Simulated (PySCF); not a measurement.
CCl3F.
SMILES with atom numbers: `[F:1][C:2]([Cl:3])([Cl:4])[Cl:5]`

Computed by this run: PBE0-D3(BJ)/def2-SVP geometry optimisation, gas phase (PySCF 2.14.0); density fitting, grid level 1; the optimiser is geomeTRIC in internal coordinates, started from an MMFF94s structure.

Step 0: E = -41290.5548 eV
```
atom  x, y, z in Å  |  force x, y, z in eV/Å
F1     -1.0182    0.9966   -0.1277    0.964  -0.946   0.119
C2     -0.0499    0.0488   -0.0063   -0.596   0.583  -0.076
Cl3     0.6166    0.1218    1.6371   -0.168   0.039  -0.296
Cl4    -0.7714   -1.5451   -0.3044    0.075   0.330   0.046
Cl5     1.2229    0.3779   -1.1987   -0.275  -0.006   0.207
```

Step 1: E = -41290.4180 eV
```
atom  x, y, z in Å  |  force x, y, z in eV/Å
F1     -0.9774    0.9615   -0.2230   -0.578   0.386   1.387
C2     -0.0537    0.0500    0.0523    0.113  -0.082  -1.852
Cl3     0.6454    0.0890    1.6417   -0.311   0.336   0.302
Cl4    -0.7821   -1.5156   -0.2917   -0.052  -0.386   0.237
Cl5     1.1677    0.4152   -1.1792    0.829  -0.255  -0.074
```

Step 2: E = -41290.5403 eV
```
atom  x, y, z in Å  |  force x, y, z in eV/Å
F1     -0.9961    0.9688   -0.1746    0.012   0.068   0.700
C2     -0.0513    0.0529    0.0254   -0.086   0.002  -1.187
Cl3     0.6249    0.0997    1.6271   -0.081   0.253   0.335
Cl4    -0.7805   -1.5245   -0.2875    0.017  -0.164   0.032
Cl5     1.2030    0.4032   -1.1903    0.138  -0.158   0.120
```

**Question.** Estimate the geometry and energy of step 3. (The exact step hangs on the optimiser's Hessian estimate; all steps are aligned on step 2, rigid shifts and turns removed.)

**Answer.** E = -41290.5811 eV, largest force 0.268 eV/Å
```
atom  x, y, z in Å  |  force x, y, z in eV/Å
F1     -0.9885    0.9788   -0.1195   -0.100  -0.090  -0.038
C2     -0.0529    0.0447   -0.0013    0.023   0.132  -0.232
Cl3     0.6047    0.1332    1.6236    0.087  -0.088   0.193
Cl4    -0.7765   -1.5418   -0.3069    0.039   0.125   0.034
Cl5     1.2131    0.3852   -1.1959   -0.050  -0.079   0.043
```

The energy changes by -0.0408 eV. The first-order estimate −F·Δx gives -0.0860 eV and the mean of the old and new forces, exact on a quadratic surface, -0.0400 eV. The step makes an angle of 45° with the force vector and moves no atom by more than 0.057 Å.

What follows is the cost of the whole optimisation. Rough CPU time on one thread of a shared machine: about 12 s.
